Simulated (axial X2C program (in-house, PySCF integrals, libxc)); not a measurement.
**Outer orbitals of AlH⁻ at 1.702 Å, PBE0**

Computed with an in-house all-electron X2C program for linear molecules (integrals from PySCF). Spin-free means the one-electron spin-free X2C Hamiltonian; two-component (2c) means X2C with spin–orbit coupling and atomic mean-field two-electron Coulomb and Gaunt terms, so the difference of the two also holds small scalar two-electron terms. Basis: Al dyall-av3z [9s9p3d2f], H dyall-av3z [7s3p2d] (cores contracted in-house); Gaussian nuclei, density fitting, unrestricted open shells. Masses: Al 26.982 u, H 1.008 u.

The distance is close to the 2c PBE0 minimum; the highest filled and lowest empty levels are listed.

Spin-free orbitals, state M_S = 1/2, Λ = 1 (beyond evenly filled blocks: π+α) (Löwdin shares):

| symmetry | occupied | ε (eV) | atomic character |
| --- | --- | --- | --- |
| σα | yes | -5.28 | 44% Al s, 44% H s, 6% H p |
| σβ | yes | -4.93 | 47% H s, 40% Al s, 5% H p |
| σα | yes | -1.07 | 45% Al p, 25% Al s, 19% H s |
| σβ | yes | -0.82 | 45% Al p, 28% Al s, 16% H s |
| π+α | yes | 1.05 | 88% Al p, 10% H p |
| π-α | no | 2.05 | 94% Al p, 5% H p |
| σα | no | 2.22 | 90% Al p, 6% Al s |
| σβ | no | 2.53 | 93% Al p, 3% H s, 3% Al s |
| π-β | no | 2.54 | 95% Al p, 4% H p |
| π+β | no | 2.54 | 95% Al p, 4% H p |

The highest filled level is positive, so this functional does not bind it, and the empty levels of an anion are set by the basis.

Spinors with spin–orbit coupling (state Ω = 1/2):

```json
{"ω": "-1/2", "occupied": "yes", "ε (eV)": "-5.28", "atomic character": "44% Al s, 44% H s, 6% H p", "λ mixture": "100% σ"}
{"ω": "1/2", "occupied": "yes", "ε (eV)": "-4.92", "atomic character": "47% H s, 40% Al s, 5% H p", "λ mixture": "100% σ"}
{"ω": "-1/2", "occupied": "yes", "ε (eV)": "-1.07", "atomic character": "45% Al p, 25% Al s, 19% H s", "λ mixture": "100% σ"}
{"ω": "1/2", "occupied": "yes", "ε (eV)": "-0.81", "atomic character": "45% Al p, 28% Al s, 16% H s", "λ mixture": "100% σ"}
{"ω": "1/2", "occupied": "yes", "ε (eV)": "1.05", "atomic character": "88% Al p, 10% H p", "λ mixture": "100% π"}
{"ω": "-3/2", "occupied": "no", "ε (eV)": "2.05", "atomic character": "94% Al p, 5% H p", "λ mixture": "100% π"}
{"ω": "-1/2", "occupied": "no", "ε (eV)": "2.23", "atomic character": "90% Al p, 6% Al s", "λ mixture": "100% σ"}
{"ω": "1/2", "occupied": "no", "ε (eV)": "2.53", "atomic character": "93% Al p, 2% H s, 2% Al s", "λ mixture": "100% σ"}
{"ω": "-1/2", "occupied": "no", "ε (eV)": "2.54", "atomic character": "95% Al p, 4% H p", "λ mixture": "100% π"}
{"ω": "3/2", "occupied": "no", "ε (eV)": "2.54", "atomic character": "95% Al p, 4% H p", "λ mixture": "100% π"}
```

The highest filled level is positive, so this functional does not bind it, and the empty levels of an anion are set by the basis.

Mulliken charges and populations of the two-component result (they depend on the basis, above all on diffuse functions):

Al -0.82 e (s 5.86 p 7.88 d 0.07), H -0.18 e (s 1.13 p 0.05). ⟨Lz⟩ = 1.00 ħ and ⟨Sz⟩ = -0.50 ħ (-0.52 and 0.02 on the two atoms), which add up to Ω.

The state is a single determinant with fixed occupations, the lowest that a limited PBE0 search found. Density functionals use the spin component along the axis (collinear). The highest occupied level is positive at some bond lengths even in Hartree–Fock (under at least one Hamiltonian), so the basis set holds the extra electron there; where that holds at Re the anion is at best weakly bound and its constants depend on the basis. Without a current term, density functionals place determinants with orbital angular momentum somewhat too high.
